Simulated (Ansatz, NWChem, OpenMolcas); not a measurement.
# A ladder of methods for BHF2 (SMILES FBF)

BHF2 has 4 atoms, charge 0, and is taken as a singlet. As SMILES, `FBF`. The shape is that of a PBE0-D4/def2-TZVP optimisation.

```xyz
4

F     1.1543    0.4569   -0.3619
B    -0.0019   -0.0310    0.0252
F    -1.0954    0.5287   -0.4389
H    -0.0570   -0.9546    0.7756
```

Quantity: the vertical energy of the triplet above the singlet, in eV. The values are calculated.

```json
{"level": "SVWN5/def2-TZVPP", "kind": "LDA", "program": "NWChem", "value (eV)": "7.32", "less CCSD(T)/def2-TZVPP": "-1.00"}
{"level": "PBE/def2-TZVPP", "kind": "GGA", "program": "Ansatz", "value (eV)": "7.31", "less CCSD(T)/def2-TZVPP": "-1.01"}
{"level": "TPSS/def2-TZVPP", "kind": "meta-GGA", "program": "OpenMolcas", "value (eV)": "7.47", "less CCSD(T)/def2-TZVPP": "-0.85"}
{"level": "r2SCAN0/def2-TZVPP", "kind": "hybrid meta-GGA", "program": "Ansatz", "value (eV)": "7.72", "less CCSD(T)/def2-TZVPP": "-0.60"}
{"level": "CAM-B3LYP/def2-TZVPP", "kind": "range-separated hybrid", "program": "NWChem", "value (eV)": "7.92", "less CCSD(T)/def2-TZVPP": "-0.40"}
{"level": "B2PLYP/def2-TZVPP", "kind": "double hybrid", "program": "NWChem", "value (eV)": "8.07", "less CCSD(T)/def2-TZVPP": "-0.25"}
{"level": "RPA@PBE/def2-TZVPP", "kind": "RPA", "program": "Ansatz", "value (eV)": "7.87", "less CCSD(T)/def2-TZVPP": "-0.45"}
{"level": "CCSD(T)/def2-TZVPP", "kind": "coupled cluster or CI", "program": "Ansatz", "value (eV)": "8.32", "less CCSD(T)/def2-TZVPP": "0.00"}
{"level": "FCI/STO-3G", "kind": "exact in the basis", "program": "Ansatz", "value (eV)": "8.44", "less CCSD(T)/def2-TZVPP": "+0.12"}
```

Differences are taken from CCSD(T)/def2-TZVPP for orientation; it has basis-set and higher-order errors of its own. The values span 7.31 to 8.44 eV. A triplet this far above the singlet is often a Rydberg-like or dissociative state; sets without diffuse functions put Rydberg states too high. High-level rows in very small sets aren't better than simpler rows in larger ones.
